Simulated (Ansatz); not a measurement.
Abridged output of a molecular run in Ansatz:

```
Functional definition: HF
722 factors; integrals over basis functions are off by at most 8.0e-4 eV
mean field evaluation 1: about -32871.7306 eV, gradient 1.7e1 eV
mean field evaluation 2: about -32871.8902 eV, gradient 1.7e1 eV
mean field evaluation 4: about -32872.9156 eV, gradient 1.7e0 eV
mean field evaluation 8: about -32872.9488 eV, gradient 1.6e-1 eV
mean field -32872.94910287 eV, -1208.0585974451 hartree, gradient 9.1e-6 eV, S^2 0.000000; 0 other end points of the search recorded, 0 dependent functions left out; unrestricted orbitals would lower it
15 core orbitals not correlated: weight in the atoms' cores, before any rotation towards them, 1.000 or more for the frozen orbitals, at most 0.000 for the correlated occupied ones
reference -32872.94910287 eV, -1208.0585974451 hartree; 9, 9 occupied and 93, 93 virtual orbitals, 722 factors
second order -12.84231179 eV of doubles, -0.00000000 eV of singles
cycle   1  -13.53923328 eV  change   -7.0e-1 eV  update   8.4e-2
cycle   2  -13.86766362 eV  change   -3.3e-1 eV  update   2.7e-2
cycle   3  -13.93888926 eV  change   -7.1e-2 eV  update   1.5e-2
cycle   4  -13.92775329 eV  change    1.1e-2 eV  update   3.9e-3
cycle   5  -13.92647431 eV  change    1.3e-3 eV  update   1.4e-3
cycle   6  -13.92669656 eV  change   -2.2e-4 eV  update   4.6e-4
cycle   7  -13.92661264 eV  change    8.4e-5 eV  update   1.4e-4
cycle   8  -13.92663729 eV  change   -2.5e-5 eV  update   4.8e-5
cycle   9  -13.92663497 eV  change    2.3e-6 eV  update   1.6e-5
perturbative correction -0.65210911 eV, -0.0239645679 hartree
Total energy: -32887.52784695 eV, -1208.5943564083 hartree
```

Its atoms:

```xyz
3

Cl   -1.164    1.180    0.155
Si    0.347    0.120   -0.798
Cl    0.817   -1.301    0.643
```

Task: Which basis set was used?
A. cc-pV(Q+d)Z
B. def2-TZVPPD
C. cc-pV(T+d)Z
D. def2-SVP

Result: C. It gives 117 functions.

Task: Write the keys of the input that set method, charge and spin (a neutral closed shell needs none for the last two).

Result: 
```yaml
correlation: {method: ccsd_t}
```
